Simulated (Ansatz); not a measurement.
Results of PBE+SOC in Ansatz (plane waves, PAW) for HgS (P3₂21, No. 154).

Settings: plane-wave cutoff 520 eV, 12×12×4 k mesh (along the axes of the cell as run), Fermi–Dirac smearing 0.01 eV, PAW data made under PBE.

Cell (measured lattice):

```cif
data_Hg3S3
_chemical_formula_sum 'Hg3 S3'
_space_group_name_H-M_alt 'P3221'
_space_group_IT_number 154
_space_group_name_Hall 'P 32 2"'
_cell_length_a 4.14500
_cell_length_b 4.14500
_cell_length_c 9.49600
_cell_angle_alpha 90.000
_cell_angle_beta 90.000
_cell_angle_gamma 120.000
loop_
_atom_site_label
_atom_site_type_symbol
_atom_site_symmetry_multiplicity
_atom_site_Wyckoff_symbol
_atom_site_fract_x
_atom_site_fract_y
_atom_site_fract_z
_atom_site_occupancy
Hg1 Hg 3 a 0.28020 0.28020 0.00000 1
S1 S 3 b 0.51110 0.51110 0.50000 1
```

**Question.** Estimate the band gap and smallest direct gap on the k points sampled that the calculation returns.

**Answer.** 
- band gap = 1.39 eV (indirect)
- smallest direct gap on the k points sampled = 1.45 eV

Note: cell and atoms aren't relaxed at this level (pressure 3.6 GPa).

Ansatz is a program for electronic structure.
